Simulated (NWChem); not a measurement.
# CHClF2 (difluorochloromethane) at 6 levels

Aim: a comparison of 6 runs (HF/STO-3G, HF/def2-SVP, HF/6-311+G**, M06-2X/def2-SVP, MP2/def2-SVP, MP2/6-311+G**) of CHClF2 (difluorochloromethane). 

The results are computed with NWChem 7.3.0.

1 further run of the same task is left out (set aside as unsound or not needed).

## 1. The system as given

The species is CHClF2 (5 atoms), meant as a singlet with charge 0. SMILES: `FC(F)Cl`. Geometry: relaxed at PBE0-D4/def2-TZVP.

Bond lengths: F1–C2 1.334 Å, C2–F3 1.334 Å, C2–Cl4 1.763 Å, C2–H5 1.090 Å. Angles: F1–C2–F3 108.3°, F1–C2–Cl4 109.7°, F3–C2–Cl4 109.7°, F1–C2–H5 110.0°, F3–C2–H5 110.0°, Cl4–C2–H5 109.0°.

## 2. Energy and gradient at HF/STO-3G (run 1)

input.nw reads:

```
start input
title "CHClF2"
memory total 2200 mb
charge 0

geometry noautosym nocenter noautoz
   F     0.038900   -0.568100    1.222300
   C     0.109400    0.023600    0.028300
   F     0.844200   -0.745900   -0.776900
   Cl   -1.511000    0.208900   -0.640800
   H     0.568600    1.007800    0.125800
end

basis spherical bse
   * library STO-3G
end

scf
   thresh 1e-08
   maxiter 80
   noprint "final vectors analysis"
end

task scf gradient
```

The run is started by

```
$ nwchem input.nw > input.out
```

The program printed:

```text
[...]
  functions       =    25
[...]
  wavefunction    = RHF
[...]
         Total SCF energy =   -688.629256807030
      One-electron energy =  -1292.265913342301
      Two-electron energy =    435.229899376307
 Nuclear repulsion energy =    168.406757158964
        Time for solution =      0.5s
[...]
                         RHF ENERGY GRADIENTS
    atom               coordinates                        gradient
                 x          y          z           x          y          z
   1 F       0.073510  -1.073553   2.309812    0.003326   0.017945  -0.039938
   2 C       0.206736   0.044598   0.053479   -0.023365  -0.011464  -0.008513
   3 F       1.595307  -1.409547  -1.468128   -0.024057   0.024043   0.027962
   4 Cl     -2.855376   0.394764  -1.210936    0.048497  -0.009047   0.020344
   5 H       1.074498   1.904466   0.237728   -0.004401  -0.021478   0.000145
[...]
```

Run time: 1.3 s. Hardware: 1 thread of Intel Xeon 6975P-C (Granite Rapids), shared host; peak memory 0.097 GiB.

## 3. Energy and forces at HF/def2-SVP (run 2)

work.nw reads:

```
START work
TITLE "CHClF2"
memory total 2200 mb

GEOMETRY units bohr noautosym nocenter noautoz
   F    0.07351035  -1.07355341   2.30981224
   C    0.20673604   0.04459754   0.05347925
   F    1.59530679  -1.40954672  -1.46812823
   Cl  -2.85537617   0.39476379  -1.21093650
   H    1.07449827   1.90446599   0.23772755
END

BASIS spherical bse
   F library def2-SVP
   C library def2-SVP
   Cl library def2-SVP
   H library def2-SVP
END

SCF
   thresh 1e-08
   maxiter 80
   noprint "final vectors analysis"
END

TASK scf gradient
```

The run is started by

```
$ nwchem work.nw > work.out
```

The program printed:

```text
[...]
  functions       =    65
[...]
  wavefunction    = RHF
[...]
         Total SCF energy =   -696.480535415742
      One-electron energy =  -1299.662995434843
      Two-electron energy =    434.775714911625
 Nuclear repulsion energy =    168.406745107475
        Time for solution =      2.4s
[...]
                         RHF ENERGY GRADIENTS
    atom               coordinates                        gradient
                 x          y          z           x          y          z
   1 F       0.073510  -1.073553   2.309812   -0.001891  -0.008724   0.019304
   2 C       0.206736   0.044598   0.053479   -0.005665   0.012979  -0.003516
   3 F       1.595307  -1.409547  -1.468128    0.011356  -0.011620  -0.013616
   4 Cl     -2.855376   0.394764  -1.210937   -0.005204   0.001279  -0.002203
   5 H       1.074498   1.904466   0.237728    0.001404   0.006085   0.000031
[...]
```

Run time: 4.2 s. Hardware: 1 thread of Intel Xeon 6975P-C (Granite Rapids), shared host; peak memory 0.099 GiB.

## 4. Energy and forces at HF/6-311+G(d,p) (run 3)

chclf2.nw reads:

```
start chclf2
title "CHClF2 gradient"
memory total 2200 mb

geometry units angstroms noautosym nocenter noautoz
 F     0.038900   -0.568100    1.222300
 C     0.109400    0.023600    0.028300
 F     0.844200   -0.745900   -0.776900
 Cl   -1.511000    0.208900   -0.640800
 H     0.568600    1.007800    0.125800
end

basis spherical bse
 * library 6-311+G**
end

scf
 thresh 1e-08
 maxiter 80
 print low
end

task scf gradient
```

The run is started by

```
$ nwchem chclf2.nw > chclf2.out
```

The program printed:

```text
[...]
  functions       =   102
[...]
  wavefunction    = RHF
[...]
         Total SCF energy =   -696.897298872528
      One-electron energy =  -1300.023071031334
      Two-electron energy =    434.719014999841
 Nuclear repulsion energy =    168.406757158964
        Time for solution =     11.9s
[...]
                         RHF ENERGY GRADIENTS
    atom               coordinates                        gradient
                 x          y          z           x          y          z
   1 F       0.073510  -1.073553   2.309812   -0.001644  -0.006634   0.016071
   2 C       0.206736   0.044598   0.053479   -0.007435   0.002763  -0.003317
   3 F       1.595307  -1.409547  -1.468128    0.009437  -0.009053  -0.011473
   4 Cl     -2.855376   0.394764  -1.210936   -0.004040   0.001522  -0.001756
   5 H       1.074498   1.904466   0.237728    0.003682   0.011402   0.000475
 Task  times  cpu:       16.7s     wall:       16.7s
 Total times  cpu:       16.7s     wall:       16.7s
```

Wall time 17 s (1 thread of Intel Xeon 6975P-C (Granite Rapids), shared host); peak memory 0.1 GiB.

Runs 4 to 5 aren't shown in full; the table further down has their settings and results.

## 5. Energy and gradient at MP2/6-311+G(d,p) (run 6)

a.nw reads:

```
start a
title "CHClF2 mp2"
memory 2200 mb
geometry units angstrom noautosym nocenter noautoz
  F     0.038900   -0.568100    1.222300
  C     0.109400    0.023600    0.028300
  F     0.844200   -0.745900   -0.776900
  Cl   -1.511000    0.208900   -0.640800
  H     0.568600    1.007800    0.125800
end
basis spherical bse
  F library 6-311+G**
  C library 6-311+G**
  Cl library 6-311+G**
  H library 6-311+G**
end
scf
  thresh 1e-08
  maxiter 80
  print low
end
mp2
  freeze core 8
  tight
end
task mp2 gradient
```

The run is started by

```
$ nwchem a.nw > a.out
```

The program printed:

```text
[...]
  functions       =   102
[...]
  wavefunction    = RHF
[...]
         Total SCF energy =   -696.897298872528
      One-electron energy =  -1300.023071031334
      Two-electron energy =    434.719014999841
 Nuclear repulsion energy =    168.406757158964
        Time for solution =     12.4s
[...]
          Total MP2 energy          -697.591657444581
[...]
                         mp2 ENERGY GRADIENTS
    atom               coordinates                        gradient
                 x          y          z           x          y          z
   1 F       0.073510  -1.073553   2.309812   -0.000041   0.003066  -0.006924
   2 C       0.206736   0.044598   0.053479    0.005887  -0.009583   0.003152
   3 F       1.595307  -1.409547  -1.468128   -0.004640   0.004109   0.004460
   4 Cl     -2.855376   0.394764  -1.210936   -0.000993   0.000340  -0.000424
   5 H       1.074498   1.904466   0.237728   -0.000213   0.002068  -0.000265
[...]
```

Run time: 33 s. Hardware: 1 thread of Intel Xeon 6975P-C (Granite Rapids), shared host; peak memory 0.37 GiB.

## 6. All runs side by side

```
run            level  iteration cap  module  energy (Eh)  dipole moment (D)  largest force (eV/Å)  wall time
  1        HF/STO-3G             80     scf  -688.629257               1.77                 2.744      1.3 s
  2      HF/def2-SVP             80     scf  -696.480535               1.74                 1.094      4.2 s
  3     HF/6-311+G**             80     scf  -696.897299                  –                 0.898       17 s
  4  M06-2X/def2-SVP            100     dft  -698.159345               1.52                 0.501       14 s
  5     MP2/def2-SVP             80     mp2  -697.116407               1.47                 0.348      7.8 s
  6    MP2/6-311+G**             80     mp2  -697.591657               1.54                 0.601       33 s
```

## 7. What came out

| quantity | value |
| --- | --- |
| run 6: total energy | -697.59166 Eh |
| run 6: dipole moment (of the density that the program reports) | 1.54 D |
| run 6: correlation energy (8 core orbitals frozen) | -694.4 mEh |
| run 6: largest force on an atom | 0.601 eV/Å |

In words: Over runs 1, 2, 4, 5, 6 the dipole moment (its size) runs from 1.47 D (MP2/def2-SVP) to 1.77 D (HF/STO-3G). The two ends differ in method and basis. In run 1 the basis is minimal, so the values are rough. All runs together took 78 s, the longest 33 s.
